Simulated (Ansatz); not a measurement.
Born–Oppenheimer molecular dynamics of BH6NO (9 atoms, charge 0, multiplicity 1). It starts at the highest image of a converged band, a first-order saddle point between two minima.

All numbers below come from Ansatz 0.2.0, RKS B3LYP-D4/6-31G*.

| Property | Result |
| --- | --- |
| ensemble | NVE (velocity Verlet) |
| time step | 0.5 fs |
| steps asked | 200 |
| starting velocities drawn for | 100 K |
| seed | 5605 |

First frame:

```xyz
9
Properties=species:S:1:pos:R:3
B 0.161 0.337 0.177
O -0.274 -0.211 1.657
H -1.174 -0.576 1.629
H 1.273 -0.040 -0.061
H -0.708 0.074 -0.615
N 0.087 1.816 0.708
H 0.971 2.310 0.802
H -0.601 2.431 0.284
H -0.295 0.963 1.721
```

Question: How far do the bonds stretch over the last three quarters of this one trajectory? (Pairs bonded in most of those frames.)

Answer: 
```tsv
bond	mean (Å)	spread (Å)	shortest	longest
B1–H4	1.197	0.012	1.17	1.22
B1–H5	1.204	0.016	1.18	1.23
B1–N6	1.425	0.035	1.37	1.50
O2–H3	0.972	0.013	0.95	0.99
O2–H9	0.973	0.008	0.96	1.00
N6–H7	1.013	0.006	1.00	1.02
N6–H8	1.013	0.008	1.00	1.03
```

Pairs bonded in part of these frames only: B1–O2 16 %.

Mean temperature of the second half: 483 K. The conserved energy stayed within 0.061 meV per atom of its start (net change 0.049 meV per atom), so the integration is sound. The kinetic energy rose, since the run started high on the potential surface and went downhill. It ends in pieces (BH4N + H2O), so much of that is their flight and rotation, not heat. A run of 0.1 ps of so small a system gives no equilibrium averages. The orbitals stay closed-shell, which can raise the energy where a bond breaks towards radicals; this wasn't checked here.

Run time: 6.4 min on 1 thread of Intel(R) Xeon(R) Platinum 8259CL CPU @ 2.50GHz (Skylake/Cascade Lake) (shared host), peak memory 0.13 GiB.
